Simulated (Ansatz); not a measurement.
# The cluster AgI₂: the relaxed shape and its frontier levels

What does the cluster AgI₂ look like as a doublet, and where do its frontier electrons sit?

The runs use Ansatz 0.2.0, Gaussian basis; UKS PBE0-D4/def2-TZVP.

Levels to be run: relaxation at PBE0-D4/def2-TZVP; a search for the lowest solution at PBE0-D4/def2-SVP; a single point at PBE0-D4/def2-TZVP.

5 further runs of the same task are left out: 1 for a known fault of the program, 1 that didn't finish, 3 set aside as unsound or not needed. Runs told in other sessions of the task aren't counted.

## Step 1: The system as given

3 atoms, charge 0, spin multiplicity 2.

Atoms are counted from 1 here; the program's logs count them from 0.

Bond lengths: Ag1–I2 2.614 Å, Ag1–I3 2.615 Å. Angles: I2–Ag1–I3 179.9°.

Ag, I take a core potential in the def2 sets. No spin-orbit coupling is included.

The start is a GFN2-xTB geometry.

## Step 2: Optimising with PBE0-D4/def2-TZVP

The input, in.yaml:

```yaml
crystal:
  periodic: [false, false, false]
  atoms:
    - {symbol: Ag, position_ang: [-0.000930, 0.000810, 0.000660]}
    - {symbol: I, position_ang: [-1.828590, -0.145550, -1.862610]}
    - {symbol: I, position_ang: [1.829520, 0.144740, 1.861950]}
basis:
  gaussian: {orbitals: def2-TZVP}
magnetization: {spin_polarized: true, initial_magnetization: 1}
hamiltonian: {xc: pbe0, dispersion: d4}
scf: {lower_state_search: "off"}
output: {orbitals: {seedname: orbitals}}
relax: {f_tol: 0.02, max_steps: 100}
```

Launch:

```console
> ansatz run in.yaml --threads 4 --pin off --events-out ev --progress --plain --max-ram 3916MiB
```

Further steps of the session: Searching for the lowest solution, PBE0-D4/def2-SVP; Single point, PBE0-D4/def2-TZVP.

Q: Predict the results of all the runs planned. Wanted: point group; near neighbours of the metal; HOMO, LUMO at PBE0-D4/def2-TZVP; ⟨S²⟩; charge on the metal; spin on the metal; dipole at PBE0-D4/def2-TZVP.

As calculated:

```
                                         quantity             value
                                      point group               D∞h
                     near neighbours of the metal  I 2.57, I 2.57 Å
HOMO, LUMO at PBE0-D4/def2-TZVP (over both spins)   -7.37, -6.09 eV
                                             ⟨S²⟩             0.755
charge on the metal (Mulliken, PBE0-D4/def2-TZVP)           +0.23 e
                     spin on the metal (Mulliken)              0.04
                      dipole at PBE0-D4/def2-TZVP            0.00 D
```

The molecule keeps its bonding pattern by the stored test; the atoms moved 0.03 Å (rms). Of 1 unpaired electron, 0.04 sit on the metal by Mulliken's count: the rest is spread on the ligands. No usable vibrations, so a minimum isn't proven. Whether this spin is the lowest isn't tested here.
